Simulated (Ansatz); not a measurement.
**BSiH2F (SMILES B[Si]F): methods side by side**

The species is BSiH2F (5 atoms), meant as a triplet with charge 0. As SMILES, `B[Si]F`. The coordinates come from a GFN2-xTB relaxation.

```xyz
5

B     0.2349    0.6857   -0.1241
Si   -0.8900   -0.8075   -0.2937
F    -0.5199   -2.1761    0.5589
H    -0.0003    1.6671   -0.7177
H     1.1753    0.6308    0.5765
```

Quantity: the energy change with the B1–H4 bond stretched from 1.171 to 1.464 Å, in eV. The values are calculated.

```tsv
level	kind	program	value (eV)	CPU time (all runs)
UHF/STO-3G	Hartree–Fock	Ansatz	1.14	0.32 s
USVWN5/STO-3G	LDA	Ansatz	0.90	2.2 s
UBLYP/STO-3G	GGA	Ansatz	0.83	3.7 s
UPBE/STO-3G	GGA	Ansatz	0.85	3.8 s
U-r2SCAN/STO-3G	meta-GGA	Ansatz	0.93	10 s
UB3LYP/STO-3G	global hybrid	Ansatz	0.92	4.4 s
UBHLYP/STO-3G	global hybrid	Ansatz	1.04	4.1 s
U-wB97M-V/STO-3G	range-separated hybrid	Ansatz	0.97	58 s
UMP2/STO-3G	perturbation theory	Ansatz	0.95	0.32 s
UCCSDT(Q)/STO-3G	coupled cluster or CI	Ansatz	0.83	3.7 s
```

The first shape isn't each level's own minimum. The values span 0.83 to 1.14 eV. All rows use very small basis sets, so even the best lies far from the true value. Times are those of the runs behind each value, whatever else they computed, on shared processors of several kinds: orders of magnitude only.
